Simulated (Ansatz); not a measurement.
# HS2− (SMILES [S-]S): single points off equilibrium

The task here is to estimate one member of a computed series from the others.

Computed with Ansatz 0.2.0, Gaussian basis. Level: single points in def2-TZVPPD.

Correlated methods freeze the cores.

## The starting structure

SMILES `[S-]S`, 3 atoms, charge -1, spin multiplicity 1.

Atoms are counted from 1 here; the program's logs count them from 0.

Bond lengths: S1–S2 2.024 Å, S2–H3 1.355 Å. Angles: S1–S2–H3 104.7°.

As a file:

```xyz
3
HS2
S     1.06680    0.81428    0.67570
S    -0.00104   -0.72984   -0.07941
H    -1.10043   -0.15439   -0.62296
```

Set-up of the first run:

run/in.yaml reads:

```yaml
crystal:
  periodic: [false, false, false]
  atoms:
    - {symbol: S, position_ang: [1.066799, 0.814282, 0.675701]}
    - {symbol: S, position_ang: [-0.001044, -0.729841, -0.079405]}
    - {symbol: H, position_ang: [-1.100428, -0.154394, -0.622965]}
basis:
  gaussian: {orbitals: "def2-TZVPPD.json"}
total_charge: -1
hamiltonian: {xc: pbe, dispersion: d4}
output: {forces: true}
```

The basis file named in the input lies beside it (Basis Set Exchange, JSON).

Launch:

```sh
$ ansatz run in.yaml --threads 2 --pin off --events-out ev --progress --plain --max-ram 3481MiB
```

Among the steps run: PBE-D4/def2-TZVPPD; r2SCAN-D4/def2-TZVPPD; PBE0-D4/def2-TZVPPD; wB97M-V/def2-TZVPPD; CCSD(T)/def2-TZVPPD.

One of the session's tables, all rows but one given; the rest of the session is left out.

| method | RMS force component (eV/Å) | angle to CCSD(T) forces (°) |
| --- | --- | --- |
| PBE-D4 | 0.519 | 23.6 |
| r2SCAN-D4 | ? | ? |
| PBE0-D4 | 0.384 | 5.9 |
| wB97M-V | 0.507 | 3.0 |
| CCSD(T) | 0.626 | reference |

Estimate the missing values for r2SCAN-D4.

The run gave: RMS force component (eV/Å): 0.428; angle to CCSD(T) forces (°): 10.4. In the column «RMS force component (eV/Å)» it lies between PBE0-D4 (0.384) and wB97M-V (0.507).

Caveats from the session: The anion's highest level is positive in at least one run, so there the basis alone may hold the extra electron.
